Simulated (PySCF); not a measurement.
Run record for tetrahydropyran (`C1CCOCC1`): BP86/def2-SVP, full TDDFT, 25 singlets.

Method: TDDFT BP86/def2-SVP, vertical, gas phase, core orbitals frozen in the response (PySCF 2.14.0, density-fitted response routines). Geometry: GFN2-xTB. A driver script takes a list of jobs; this job's settings line and coordinates (Å) are shown.

Command:
```bash
OMP_NUM_THREADS=1 python probes_run.py task.json out
```

Input:
```
{"job": {"kind": "uv", "xc": "BP86", "basis": "def2-SVP", "nstates": 25, "ntriplets": 0, "tda": false}, "charge": 0, "multiplicity": 1}
C     -0.136071     0.968956     0.772170
C     -1.306467     0.413600    -0.036992
C     -1.035882    -1.052533    -0.377523
O      0.171297    -1.214806    -1.085970
C      1.277234    -0.755795    -0.343099
C      1.159434     0.730086    -0.000778
H     -0.084177     0.456400     1.736249
H     -0.275686     2.034250     0.964317
H     -2.239256     0.493440     0.522570
H     -1.409131     0.978920    -0.964918
H     -1.003112    -1.645063     0.551522
H     -1.816152    -1.456465    -1.026002
H      1.368579    -1.340825     0.586843
H      2.153009    -0.947756    -0.966477
H      2.025881     1.040710     0.584537
H      1.142902     1.305826    -0.927859
```

Output:
```
coarse grid: 12720 points
cycle   1  E = -271.3854434766  dE =  4.919e-01  |g| = 6.774e-01  |ddm| = 4.068e+00
cycle   2  E = -271.1444979297  dE =  2.409e-01  |g| = 1.266e+00  |ddm| = 2.843e+00
cycle   3  E = -271.4882255222  dE = -3.437e-01  |g| = 1.627e-01  |ddm| = 2.203e+00
cycle   4  E = -271.4931187485  dE = -4.893e-03  |g| = 6.906e-02  |ddm| = 2.449e-01
cycle   5  E = -271.4941553164  dE = -1.037e-03  |g| = 1.562e-02  |ddm| = 8.010e-02
cycle   6  E = -271.4942110270  dE = -5.571e-05  |g| = 2.184e-03  |ddm| = 2.082e-02
cycle   7  E = -271.4942102028  dE =  8.242e-07  |g| = 8.884e-04  |ddm| = 2.932e-03
final grid: 120968 points
cycle   8  E = -271.5602281166  dE = -5.554e-05  |g| = 9.560e-03  |ddm| = 5.226e-02
cycle   9  E = -271.5601754301  dE =  5.269e-05  |g| = 1.901e-02  |ddm| = 2.642e-02
cycle  10  E = -271.5602450626  dE = -6.963e-05  |g| = 1.087e-03  |ddm| = 1.940e-02
cycle  11  E = -271.5602454215  dE = -3.589e-07  |g| = 3.484e-04  |ddm| = 1.946e-03
cycle  12  E = -271.5602454514  dE = -2.986e-08  |g| = 5.889e-05  |ddm| = 4.409e-04
cycle  13  E = -271.5602454522  dE = -7.876e-10  |g| = 1.275e-05  |ddm| = 9.862e-05
converged SCF energy = -271.5602454522

Static polarisability (au): isotropic 57.329, principal 52.693 56.511 62.783

Singlet excitations
state   eV       nm        f      main configurations
  1   6.7425    183.9   0.00524   H->L 0.99
  2   7.1915    172.4   0.05834   H->L+1 0.99
  3   7.6006    163.1   0.04592   H->L+2 1.00
  4   7.9310    156.3   0.01410   H->L+3 0.96
  5   8.0644    153.7   0.01542   H-1->L 0.99
  6   8.3537    148.4   0.00590   H->L+4 0.92
  7   8.5701    144.7   0.04516   H-1->L+1 0.80, H->L+5 0.19
  8   8.6133    143.9   0.02511   H->L+5 0.78, H-1->L+1 0.19
  9   8.6820    142.8   0.00681   H->L+6 0.99
 10   8.9034    139.3   0.00156   H->L+7 0.98
 11   8.9096    139.2   0.00375   H-2->L 0.99
 12   8.9664    138.3   0.00423   H-1->L+2 0.97
 13   9.0394    137.2   0.00414   H->L+8 0.96
 14   9.2284    134.4   0.00079   H->L+9 0.99
 15   9.2458    134.1   0.00520   H-3->L 0.97
 16   9.3115    133.2   0.00394   H-1->L+3 0.97
 17   9.3584    132.5   0.00401   H-2->L+1 0.99
 18   9.4624    131.0   0.03599   H->L+10 0.95
 19   9.6451    128.5   0.01810   H-4->L 0.98
 20   9.7158    127.6   0.00314   H-1->L+4 0.93
 21   9.8034    126.5   0.01844   H-2->L+2 0.96
 22   9.8213    126.2   0.15417   H-3->L+1 0.96
 23  10.0315    123.6   0.00530   H-1->L+5 0.93
 24  10.0618    123.2   0.01464   H-1->L+6 0.92
 25  10.1154    122.6   0.00010   H-3->L+2 0.59, H-2->L+3 0.23, H-4->L+1 0.17
```

The SCF starts on a coarse grid where the log names one; the energy can jump when the final grid takes over, and dE then counts from the start density on the new grid. H and L stand for HOMO and LUMO; the number after each pair is its weight.

Problem. Give S1 in cm⁻¹ and kJ/mol.

Solution. 6.7425 eV × 8065.54 = 54382 cm⁻¹; × 96.485 = 650.6 kJ/mol.

Problem. Give the mean polarisability as a volume in Å³, and the ratio of the largest to the smallest principal value.

Solution. 57.329 au × 0.148185 = 8.50 Å³; 62.783/52.693 = 1.19.

In short: SCF converged in 13 cycles with 134 basis and 686 fitting functions; HOMO -5.56 eV, LUMO 1.08 eV; lowest singlet 6.74 eV; mean polarisability 57.3 au.

On Arm Neoverse V1, one thread, shared host with 64 logical CPUs at a one-minute load of 15, this took 28 s wall (with the writing of density and orbital grids) and 0.53 GiB of memory at its peak.

One conformer stands for the species.
